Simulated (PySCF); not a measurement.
## Gas-phase XPS of `CC(Cl)(Cl)Cl`, computed

Compound: C2H3Cl3.
Z-matrix (Å and degrees, GFN2-xTB geometry), rows numbered from 1:
```
C 
C   1  1.5089
Cl  2  1.7802  1  110.66
Cl  2  1.7804  1  110.61  3   120.01
Cl  2  1.7806  1  110.65  3  -120.00
H   1  1.0878  2  109.68  3   179.98
H   1  1.0878  2  109.70  3    59.99
H   1  1.0878  2  109.69  3   -60.05
```

Theory: delta-SCF UKS SCAN, pcX-2 on the ionised atom, pcseg-1 elsewhere, spin-free X2C in PySCF. Binding energies are ΔSCF values: E(core-ionised, relaxed orbitals) − E(ground state) at a fixed geometry, referred to the vacuum level.

What binding energy does each computed site have?

```
    atom(s)               environment     level  binding energy (eV)  2p1/2 (eV)  above the level's lowest (eV)  count
Cl3/Cl4/Cl5  chlorine of a CCl3 group     Cl 1s              2829.14           –                           0.00      3
         C2               CCl3 carbon      C 1s               295.44           –                          +3.61      1
         C1             methyl carbon      C 1s               291.83           –                           0.00      1
Cl3/Cl4/Cl5  chlorine of a CCl3 group  Cl 2p3/2               206.57      208.23                           0.00      3
```

The listed C 1s values span 3.61 eV, from C1 (bonded to C and 3 H) to C2 (bonded to 3 Cl and C).

Which effective nuclear charge Zeff reproduces each element's mean 1s value in the hydrogen-like formula E = 13.606 eV × Zeff²?

C (Z = 6): mean 293.6 eV, Zeff = 4.65, Z − Zeff = 1.35; Cl (Z = 17): mean 2829.1 eV, Zeff = 14.42, Z − Zeff = 2.58. Means run over the listed sites, weighted by atom count.

The first atom of each set that the bonding makes equivalent was ionised and stands for the set. For 2p shells one spin-free hole was relaxed; a mean-field spin–orbit operator and the ground-state splitting of the three 2p orbitals were then diagonalised within the shell. The shell's mean is (2 × 2p3/2 + 2p1/2)/3, and the degeneracies 2j + 1 give areas of 2:1. 2p1/2 minus 2p3/2 (ligand field included): Cl 1.65 eV. Isolated species at its GFN2-xTB geometry, gas phase.
